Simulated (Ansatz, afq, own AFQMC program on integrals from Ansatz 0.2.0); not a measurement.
Where AFQMC and coupled cluster stand for SiGeH2, triplet

```yaml
atoms:
  - { symbol: Si, position_ang: [0.0000, -0.0039, 1.5661] }
  - { symbol: Ge, position_ang: [0.0000, -0.0238, -0.5845] }
  - { symbol: H, position_ang: [0.0000, 1.3266, 0.5226] }
  - { symbol: H, position_ang: [0.0000, 0.5003, -2.0341] }
```

Connectivity, by distances: Si–GeH, 1 bridging H.

Basis cc-pVDZ. Only valence electrons are correlated. Ansatz 0.2.0 and our own AFQMC program on the same integrals; the CISD trial comes from CCSD amplitudes, and released means the phaseless constraint is let go. ± is one standard error of the sampling. No spin–orbit coupling.

Determinant: UHF, the one that the program's search chose, which needn't be the lowest solution. The geometry is a PBE0/def2-TZVP stationary point of this or a neighbouring charge and spin state.

No full CI on the walks' own integrals is used here; CCSDT(Q) serves as the reference and is uncertain by about the last step of the cluster series.

Cautions: no relativity below Rb; no spin-orbit coupling; inner d shell frozen; another spin lies lower (by 2.22 eV); the search met a lower determinant of the same kind, perhaps of another symmetry (156 meV lower), and this one is a saddle point; unrestricted determinant slightly spin contaminated (⟨S²⟩ 2.05 against 2.00); the ph-AFQMC/CISD walk drifts between its halves (2.9 errors).

* T1 diagnostic: 0.0245
* weight of the determinant in the CISD state: 0.855
* ⟨S²⟩ of the determinant: 2.054
* size of the correlated space: 10 electrons in 36 orbitals

| level | correlation energy (eV) |
| --- | --- |
| MP2 | -4.2882 |
| CCSD | -5.2819 |
| CCSD(T) | -5.4985 |

**Question.** Estimate where phaseless AFQMC with the Hartree–Fock trial lies against CCSD(T) on the same integrals.

**Answer.** 2.5 ± 4.7 kJ/mol below CCSD(T). The gap is under twice the noise, so this walk alone can't tell the two apart.

Reference: CCSDT(Q), correlation energy -5.557 eV. The released energy is read at 2.40 1/Eh (meV from the phaseless value at times in 1/Eh: -12 ± 14 at 0.24, -20 ± 11 at 0.51, -35 ± 10 at 0.99, -40 ± 11 at 1.62, -45 ± 13 at 2.40).

| level | E − E(reference) (kJ/mol) | share of correlation (%) |
| --- | --- | --- |
| CCSD(T) | 5.7 | 98.94 |
| CCSDT | 1.5 | 99.73 |
| ph-AFQMC/HF | 3.1 ± 4.7 | 99.41 |
| ph-AFQMC/CISD | 4.8 ± 1.3 | 99.10 |
| released AFQMC | 0.5 ± 1.2 | 99.91 |

A walk keeps the symmetry of its determinant, which the program's search chose and which needn't be the lowest solution, so a lower state of the same spin and another symmetry isn't excluded. Released energies are given only where the last usable release times agree within the noise; a slower fall can still hide under it.
